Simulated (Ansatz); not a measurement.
in.yaml

```yaml
crystal:
  periodic: [false, false, false]
  atoms:
    - {symbol: B, position_ang: [-1.578955, 0.030718, 0.000000]}
    - {symbol: H, position_ang: [-2.175688, 1.064290, 0.000000]}
    - {symbol: H, position_ang: [-2.175689, -1.002853, 0.000000]}
    - {symbol: H, position_ang: [-0.107955, 0.030718, 0.000000]}
    - {symbol: O, position_ang: [1.253045, 0.030718, 0.000000]}
    - {symbol: H, position_ang: [1.504904, -0.909232, 0.000000]}
basis:
  gaussian: {orbitals: cc-pVDZ}
magnetization: {spin_polarized: false, initial_magnetization: 1}
correlation: {method: sc_nevpt2, electrons: outside_noble_gas, active_space: {window: {electrons: 3, orbitals: 3}}}
```

```sh
$ ansatz run in.yaml --threads 1 --pin off --events-out ev --progress --plain --max-ram 2393MiB
```

Output:

```
432 factors; integrals over basis functions are off by at most 1.4e-3 eV
mean field evaluation 1: about -2764.3907 eV, gradient 3.3e1 eV
mean field evaluation 2: about -2764.4136 eV, gradient 3.3e1 eV
mean field evaluation 4: about -2767.8508 eV, gradient 2.9e0 eV
mean field evaluation 8: about -2768.0399 eV, gradient 1.6e0 eV
mean field evaluation 16: about -2768.1522 eV, gradient 1.4e-4 eV
mean field evaluation 32: about -2767.4351 eV, gradient 6.5e-1 eV
mean field evaluation 64: about -2767.3757 eV, gradient 3.4e-5 eV
mean field -2768.15219997 eV, -101.7277170281 hartree, gradient 5.5e-6 eV, S^2 0.750000; 6 other end points of the search recorded, 0 dependent functions left out
reference -2768.15219997 eV, -101.7277170281 hartree; 9, 8 occupied and 39, 40 virtual orbitals, 432 factors
state -2768.93891993 eV, -101.7566284532 hartree
state -2768.93891993 eV, -101.7566284532 hartree; corrected -2775.88678547 eV, -102.0119578024 hartree
Total energy: -2775.88678547 eV, -102.0119578024 hartree
```

For the same geometry and basis UCCSDT(Q) lies 1074.0 meV lower.

Ran on 1 thread of Arm Neoverse N1, shared host: 2.2 s wall, 0.08 GiB peak host memory.
